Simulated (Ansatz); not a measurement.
Geometry optimisation, RKS PBE0/def2-SVP (Ansatz).

Input:

```yaml
crystal:
  periodic: [false, false, false]
  atoms:
    - { symbol: O, position_ang: [0.5873, 0.9913, 0.0623] }
    - { symbol: C, position_ang: [-0.1279, -0.186, 0.303] }
    - { symbol: Cl, position_ang: [-0.33099, -0.29299, 2.03683] }
    - { symbol: Cl, position_ang: [0.7676, -1.51903, -0.24608] }
    - { symbol: H, position_ang: [0.6234, 1.0475, -0.9347] }
    - { symbol: H, position_ang: [-1.09234, -0.12057, -0.20101] }
basis:
  gaussian: { orbitals: def2-SVP }
hamiltonian:
  xc: pbe0
relax:
  f_tol: 0.015
  max_steps: 40
```

Launched with:

```bash
$ ansatz run input.yaml --threads 1 --pin off --max-ram 2048MiB --backend cpu --events-out ev --progress --plain --runs-dir out
```

Problem. Where does it end, and by what steps?

Solution. The forces met the threshold. After 5 steps the energy has fallen by 0.230 eV; Cl4 moved furthest, 0.10 Å.

| step | energy less start (eV) | largest force component (eV/Å) | accepted |
| --- | --- | --- | --- |
| 0 | 0.0000 | 2.551 | yes |
| 1 | -0.1580 | 1.879 | yes |
| 2 | -0.2203 | 0.639 | yes |
| 3 | -0.2177 | 0.451 | no |
| 4 | -0.2298 | 0.076 | yes |
| 5 | -0.2301 | 0.010 | yes |

```xyz
6
Properties=species:S:1:pos:R:3
O 0.559 1.010 0.046
C -0.115 -0.136 0.307
Cl -0.353 -0.251 2.050
Cl 0.767 -1.591 -0.311
H 0.679 1.082 -0.910
H -1.110 -0.194 -0.162
```

Whether the end is a true minimum wasn't checked by a vibrational analysis.

Run time: 17 s on 1 thread of Arm Neoverse V1, with other jobs on the host, peak memory 0.14 GiB.
